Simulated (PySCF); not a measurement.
F2 from Hartree–Fock to correlated methods

State: ¹Σg⁺ (singlet), closed shell. Set-up: PySCF, spin-free X2C with a Gaussian nucleus, basis sets F x2c-TZVPPall. De refers to F + F in their high-spin ground configurations, without counterpoise correction.

| Level | Re (Å) | ωe (cm⁻¹) | De (eV) |
| --- | --- | --- | --- |
| RHF | 1.328 | 1267 | -1.45 |
| RHF-MP2 | 1.399 | 1009 | 1.74 |
| RHF-SCS-MP2 | 1.410 | 964 | 1.59 |
| RHF-CCSD | 1.395 | 1009 | 1.22 |
| RHF-CCSD(T) | 1.417 | 915 | 1.50 |
| PBE | 1.413 | 997 | 2.31 |
| revPBE | 1.421 | 980 | 2.02 |
| r²SCAN | 1.399 | 1047 | 1.69 |
| PBE0 | 1.376 | 1100 | 1.53 |
| B97-3 | 1.380 | 1090 | 1.53 |
| MN15 | 1.370 | 1111 | 1.73 |
| M06-2X | 1.364 | 1164 | 1.48 |
| ωB97M-V | 1.382 | 1103 | 1.64 |

Problem. Which functional lies closest to RHF-CCSD(T) in De, which farthest, and by how much do they differ from it?

Solution. Closest is M06-2X (-5.3 pm in Re, +27.2 % in ωe, -0.02 eV in De against RHF-CCSD(T) in the same basis), farthest PBE (-0.4 pm in Re, +9.0 % in ωe, +0.81 eV in De). CCSD(T) converges more slowly with the basis than the functionals do and binds too weakly in this one, so the order can change at the basis-set limit.

Problem. What does a quarter of exact exchange do here, going from PBE to PBE0?

Solution. PBE0 less PBE: -3.7 pm in Re, +10.3 % in ωe, -0.78 eV in De. Exact exchange removes part of the self-interaction that spreads semilocal densities, and in most molecules shortens and stiffens the bond and lowers De; so it does here.

Problem. What does the step from GGA to meta-GGA do here, going from PBE to r²SCAN?

Solution. r²SCAN less PBE: -1.4 pm in Re, +5.0 % in ωe, -0.62 eV in De. 

Correlated steps freeze 2 core orbitals. Where the molecule has an RHF reference, its open-shell atoms are computed with UHF. A negative De means that the minimum lies above the separated atoms at that level.
